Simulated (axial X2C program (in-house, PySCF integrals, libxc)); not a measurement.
# AlH: from the spin-free to the two-component result

Calculated with an in-house all-electron X2C program for linear molecules (integrals from PySCF). Spin-free means the one-electron spin-free X2C Hamiltonian; two-component (2c) means X2C with spin–orbit coupling and atomic mean-field two-electron Coulomb and Gaunt terms, so the difference of the two also holds small scalar two-electron terms. Basis: Al dyall-v3z [8s8p2d1f], H dyall-v3z [6s2p1d] (cores contracted in-house); Gaussian nuclei, density fitting, unrestricted open shells. Masses: Al 26.982 u, H 1.008 u.

Spin-free state: M_S = 0, Λ = 0 (closed shell); fragments Al + H.

| level | Re (Å) | ωe (cm⁻¹) | De (eV) | μ (D) |
| --- | --- | --- | --- | --- |
| PBE0 | 1.668 | 1642.5 | 2.966 | -0.13 |
| HF | 1.651 | 1728.3 | 2.255 | 0.08 |
| MP2 | 1.651 | 1715.2 | 2.980 | n/a |
| CCSD | 1.655 | 1684.6 | 3.124 | n/a |
| CCSD(T) | 1.657 | 1677.6 | 3.133 | n/a |
| B97-3 | 1.664 | 1658.2 | 3.102 | -0.14 |

Correlated methods: 4 electrons correlated (number of frozen shells: Al 2 s, 1 p; H none), 102 virtual spin orbitals or spinors in MP2, 74 natural virtuals in coupled cluster.

Dipoles are positive if H is the positive end.

Two-component determinant lowest at the distance of the search:

Ω = 0 (closed shell); fragments Al + H.

```tsv
level	Re (Å)	ωe (cm⁻¹)	De (eV)	μ (D)
PBE0	1.668	1642.2	2.966	-0.13
HF	1.651	1728.1	2.207	0.08
MP2	1.651	1715.0	2.976	n/a
CCSD	1.656	1684.3	3.116	n/a
CCSD(T)	1.657	1677.4	3.125	n/a
B97-3	1.664	1657.9	3.102	-0.14
```

Problem. From the two tables, how do the constants change at the CCSD(T) level (2c against spin-free)?

Solution. At the CCSD(T) level Re is unchanged within 0.001 Å and ωe doesn't move by more than 0.2 cm⁻¹; De changes by -0.008 eV.

The state is one determinant whose occupation by symmetry is held fixed; it was picked as the lowest of a PBE0 search that is not exhaustive. Closed shells are restricted here (equal orbitals for both partners); the stretched side of such a curve lies too high. Dissociation energies refer to the lowest single-determinant-based atoms at the same level and basis. Coupled cluster ran in a truncated set of natural virtual spinors; the MP2 energy of the rest was added. (T) has no such correction and the atoms are truncated less, which lowers De at CCSD(T) by a hundredth of an eV or more. The 2c atoms are single determinants rather than J levels; their spin–orbit lowering is only partly caught, and De is too large by that part. This holds for PBE0, B97-3. Without a current term, density functionals place determinants with orbital angular momentum somewhat too high.
